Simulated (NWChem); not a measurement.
# Si2H6 (disilane): levels of theory compared

Wanted: a comparison of 6 runs (BLYP/aug-cc-pVDZ, M06-L/aug-cc-pVDZ, SVWN5/aug-cc-pVDZ, TPSS/aug-cc-pVDZ, r2SCAN/aug-cc-pVDZ, revPBE/aug-cc-pVDZ) of Si2H6 (disilane). 

The results are computed with NWChem 7.3.0.

1 further run of the same task is left out (set aside as unsound or not needed).

## 1. The system as given

The species is Si2H6 (8 atoms), meant as a singlet with charge 0. As SMILES, `[SiH3][SiH3]`. The Si1–H5 distance was set to 1.934 Å, away from the relaxed value.

Bond lengths: Si1–Si2 2.338 Å, Si1–H3 1.488 Å, Si1–H4 1.488 Å, Si2–H6 1.488 Å, Si2–H7 1.488 Å, Si2–H8 1.488 Å. Angles: Si1–Si2–H6 110.3°, Si1–Si2–H7 110.3°, Si1–Si2–H8 110.3°, Si2–Si1–H3 110.3°, Si2–Si1–H4 110.3°, H6–Si2–H7 108.7°, H6–Si2–H8 108.7°, H7–Si2–H8 108.7°, H3–Si1–H4 108.7°. A long bond or contact: Si1–H5 1.934 Å.

## 2. A single-point energy at BLYP/aug-cc-pVDZ (run 1)

The input, h6si2.nw:

```
start h6si2
memory 2200 mb

geometry noautosym nocenter noautoz
  Si    -0.080242     0.138019    -1.091003
  Si     0.623758    -0.856581     0.904897
  H      1.094158     0.596019    -1.881003
  H     -0.852642    -0.836081    -1.908003
  H     -1.208000     1.664100    -0.717900
  H      1.399258     0.116419     1.720197
  H      1.488358    -2.032681     0.617897
  H     -0.550742    -1.311381     1.696497
end

basis spherical bse
  * library aug-cc-pVDZ
end

dft
  xc becke88 lyp
  grid fine
  convergence energy 1e-08
  maxiter 100
  mulliken
end

task dft energy
```

Started as:

```console
nwchem h6si2.nw > h6si2.out
```

What it wrote:

```text
[...]
          Wavefunction type:  closed shell.
          No. of atoms     :     8
          No. of electrons :    34
[...]
          Charge           :     0
          Spin multiplicity:     1
[...]
          AO basis - number of functions:   108
[...]
              XC Information
              --------------
                    Becke 1988 Exchange Functional  1.000
              Lee-Yang-Parr Correlation Functional  1.000
[...]
 d= 0,ls=0.0,diis     1   -582.4829429032 -6.72D+02  1.43D-02  1.94D-01     5.6
[...]
 d= 0,ls=0.0,diis     8   -582.5071547061 -1.41D-09  1.63D-06  1.58D-08    33.4
         Total DFT energy =     -582.507154706065
      One electron energy =     -983.143593584909
           Coulomb energy =      355.211606591541
    Exchange-Corr. energy =      -43.888908408757
 Nuclear repulsion energy =       89.313740696060
[...]
      Total Density - Mulliken Population Analysis
     ---------------------------------------------
    Atom       Charge   Shell Charges
 -----------   ------   -------------------------------------------------------
    1 Si  14    14.96   2.00  2.05  0.81  0.82 -0.03  6.02  1.51  1.57  0.02  0.15  0.04
    2 Si  14    15.34   2.00  2.05  0.79  0.96 -0.10  6.02  1.61  1.73  0.04  0.16  0.07
    3 H    1     0.54   0.75 -0.20 -0.01  0.01 -0.01
    4 H    1     0.54   0.75 -0.20 -0.01  0.01 -0.01
    5 H    1     0.99   0.63  0.32  0.04  0.01 -0.01
    6 H    1     0.54   0.75 -0.21  0.00  0.01 -0.02
    7 H    1     0.54   0.75 -0.20  0.00  0.01 -0.02
    8 H    1     0.54   0.75 -0.21  0.00  0.01 -0.02
[...]
```

Run time: 35 s. Hardware: 1 thread of Intel Xeon Platinum 8488C (Sapphire Rapids), shared host; peak memory 0.11 GiB.

## 3. A single-point energy at M06-L/aug-cc-pVDZ (run 2)

The input, sp.nw:

```
start sp
memory total 2200 mb

geometry units angstrom noautosym nocenter noautoz
Si    -0.080242     0.138019    -1.091003
Si     0.623758    -0.856581     0.904897
H      1.094158     0.596019    -1.881003
H     -0.852642    -0.836081    -1.908003
H     -1.208000     1.664100    -0.717900
H      1.399258     0.116419     1.720197
H      1.488358    -2.032681     0.617897
H     -0.550742    -1.311381     1.696497
end

basis spherical bse
* library aug-cc-pVDZ
end

dft
xc m06-l
grid fine
convergence energy 1e-08
maxiter 100
mulliken
end

task dft energy
```

Started as:

```console
nwchem sp.nw > sp.out
```

What it wrote:

```text
[...]
          Wavefunction type:  closed shell.
          No. of atoms     :     8
          No. of electrons :    34
[...]
          Charge           :     0
          Spin multiplicity:     1
[...]
          AO basis - number of functions:   108
[...]
              XC Information
              --------------
                        M06-L Method XC Functional
                         M06-L Exchange Functional  1.000
                       M06-L Correlation Potential  1.000
[...]
 d= 0,ls=0.0,diis     1   -582.5239123482 -6.72D+02  9.00D-03  9.68D-02     6.0
[...]
 d= 0,ls=0.0,diis    13   -582.5356165984 -1.02D-10  1.40D-07  2.36D-11    60.6
         Total DFT energy =     -582.535616598428
      One electron energy =     -983.515732812427
           Coulomb energy =      355.642107209402
    Exchange-Corr. energy =      -43.975731691462
 Nuclear repulsion energy =       89.313740696060
[...]
      Total Density - Mulliken Population Analysis
     ---------------------------------------------
    Atom       Charge   Shell Charges
 -----------   ------   -------------------------------------------------------
    1 Si  14    13.93   2.00  2.03  0.75  0.68 -0.20  6.01  1.46  1.05  0.01  0.14 -0.00
    2 Si  14    13.91   2.00  2.03  0.74  0.68 -0.22  6.01  1.55  0.94  0.03  0.15 -0.00
    3 H    1     0.99   0.74  0.21  0.03  0.01  0.01
    4 H    1     0.99   0.74  0.21  0.03  0.01  0.01
    5 H    1     1.12   0.61  0.47  0.02  0.01  0.01
    6 H    1     1.02   0.74  0.23  0.02  0.01  0.01
    7 H    1     1.02   0.74  0.24  0.03  0.01  0.01
    8 H    1     1.02   0.74  0.23  0.02  0.01  0.01
[...]
```

Run time: 62 s. Hardware: 1 thread of Intel Xeon Platinum 8488C (Sapphire Rapids), shared host; peak memory 0.12 GiB.

Run 3 isn't shown in full; the table further down has it.

## 4. A single-point energy at TPSS/aug-cc-pVDZ (run 4)

h6si2.nw: that of step 2 with these lines changed.

```diff
@@ -19,3 +19,3 @@
 dft
-  xc becke88 lyp
+  xc xtpss03 ctpss03
   grid fine
```

Started as:

```console
nwchem h6si2.nw > h6si2.out
```

What it wrote:

```text
[...]
          Wavefunction type:  closed shell.
          No. of atoms     :     8
          No. of electrons :    34
[...]
          Charge           :     0
          Spin multiplicity:     1
[...]
          AO basis - number of functions:   108
[...]
              XC Information
              --------------
                  TPSS metaGGA Exchange Functional  1.000
             TPSS03 metaGGA Correlation Functional  1.000
[...]
 d= 0,ls=0.0,diis     1   -582.5724669088 -6.72D+02  5.58D-03  1.32D-01     5.8
[...]
 d= 0,ls=0.0,diis     8   -582.5959523886 -3.13D-10  7.98D-07  3.74D-09    36.7
         Total DFT energy =     -582.595952388588
      One electron energy =     -983.276754220428
           Coulomb energy =      355.370191322339
    Exchange-Corr. energy =      -44.003130186560
 Nuclear repulsion energy =       89.313740696060
[...]
      Total Density - Mulliken Population Analysis
     ---------------------------------------------
    Atom       Charge   Shell Charges
 -----------   ------   -------------------------------------------------------
    1 Si  14    14.30   2.00  2.04  0.76  0.77 -0.11  6.01  1.48  1.20 -0.00  0.15  0.00
    2 Si  14    14.49   2.00  2.04  0.75  0.77 -0.12  6.02  1.58  1.26  0.01  0.17  0.02
    3 H    1     0.80   0.74  0.03  0.02  0.01 -0.00
    4 H    1     0.80   0.74  0.03  0.02  0.01 -0.00
    5 H    1     1.13   0.61  0.45  0.05  0.00  0.01
    6 H    1     0.82   0.74  0.05  0.02  0.01 -0.00
    7 H    1     0.82   0.74  0.06  0.02  0.01 -0.00
    8 H    1     0.82   0.74  0.05  0.02  0.01 -0.00
[...]
```

It took 38 s on 1 thread of Intel Xeon Platinum 8488C (Sapphire Rapids), shared host; peak memory 0.11 GiB.

Run 5 isn't shown in full; the table further down has it.

## 5. The energy at revPBE/aug-cc-pVDZ (run 6)

The input, m1.nw:

```
echo
START m1
memory 2200 mb
GEOMETRY units angstrom noautosym nocenter noautoz
   Si    -0.080242     0.138019    -1.091003
   Si     0.623758    -0.856581     0.904897
   H      1.094158     0.596019    -1.881003
   H     -0.852642    -0.836081    -1.908003
   H     -1.208000     1.664100    -0.717900
   H      1.399258     0.116419     1.720197
   H      1.488358    -2.032681     0.617897
   H     -0.550742    -1.311381     1.696497
END
BASIS "ao basis" spherical bse
   Si library aug-cc-pVDZ
   H library aug-cc-pVDZ
END
DFT
   xc revpbe cpbe96
   grid fine
   convergence energy 1e-08
   maxiter 100
   mulliken
END
TASK dft energy
```

Started as:

```console
nwchem m1.nw > m1.out
```

What it wrote:

```text
[...]
          Wavefunction type:  closed shell.
          No. of atoms     :     8
          No. of electrons :    34
[...]
          Charge           :     0
          Spin multiplicity:     1
[...]
          AO basis - number of functions:   108
[...]
              XC Information
              --------------
                        RevPBE Exchange Functional  1.000
            Perdew 1991 LDA Correlation Functional  1.000 local
           PerdewBurkeErnz. Correlation Functional  1.000 non-local
[...]
 d= 0,ls=0.0,diis     1   -582.3931182703 -6.72D+02  9.14D-03  1.54D-01     5.6
[...]
 d= 0,ls=0.0,diis     8   -582.4149941392 -7.10D-10  1.49D-06  1.45D-08    33.2
         Total DFT energy =     -582.414994139196
      One electron energy =     -983.329418889759
           Coulomb energy =      355.403056303715
    Exchange-Corr. energy =      -43.802372249212
 Nuclear repulsion energy =       89.313740696060
[...]
      Total Density - Mulliken Population Analysis
     ---------------------------------------------
    Atom       Charge   Shell Charges
 -----------   ------   -------------------------------------------------------
    1 Si  14    14.69   2.00  2.04  0.78  0.85 -0.08  6.02  1.50  1.41  0.01  0.14  0.02
    2 Si  14    14.93   2.00  2.04  0.77  0.89 -0.12  6.02  1.60  1.50  0.02  0.16  0.04
    3 H    1     0.66   0.74 -0.09  0.01  0.01 -0.01
    4 H    1     0.66   0.74 -0.09  0.01  0.01 -0.01
    5 H    1     1.04   0.62  0.36  0.05  0.00  0.00
    6 H    1     0.68   0.74 -0.08  0.02  0.01 -0.01
    7 H    1     0.68   0.74 -0.07  0.02  0.01 -0.01
    8 H    1     0.68   0.74 -0.08  0.02  0.01 -0.01
[...]
```

It took 35 s on 1 thread of Intel Xeon Platinum 8488C (Sapphire Rapids), shared host; peak memory 0.11 GiB.

## 6. Overview of the runs

```
run               level  energy (Eh)  dipole moment (D)  HOMO energy (eV)  LUMO energy (eV)  wall time
  1    BLYP/aug-cc-pVDZ  -582.507155               0.70             -7.10             -1.61       35 s
  2   M06-L/aug-cc-pVDZ  -582.535617               0.74             -7.36             -1.19       62 s
  3   SVWN5/aug-cc-pVDZ  -580.146825               0.57             -7.26             -1.82       27 s
  4    TPSS/aug-cc-pVDZ  -582.595952               0.70             -7.38             -1.48       38 s
  5  r2SCAN/aug-cc-pVDZ  -582.471848               0.68             -7.49             -1.43       38 s
  6  revPBE/aug-cc-pVDZ  -582.414994               0.67             -7.20             -1.66       35 s
```

## 7. What came out

| quantity | value |
| --- | --- |
| run 6: total energy | -582.41499 Eh |
| run 6: dipole moment | 0.67 D |
| run 6: HOMO energy | -7.20 eV |
| run 6: LUMO energy | -1.66 eV |
| run 6: HOMO–LUMO gap | 5.54 eV |

The dipole moment (its size) runs from 0.57 D (SVWN5/aug-cc-pVDZ) to 0.74 D (M06-L/aug-cc-pVDZ). The HOMO–LUMO gap runs from 5.45 eV (SVWN5/aug-cc-pVDZ) to 6.18 eV (M06-L/aug-cc-pVDZ). Totals of different functionals can't be ranked against each other. All runs together took 3.9 min, the longest 62 s.
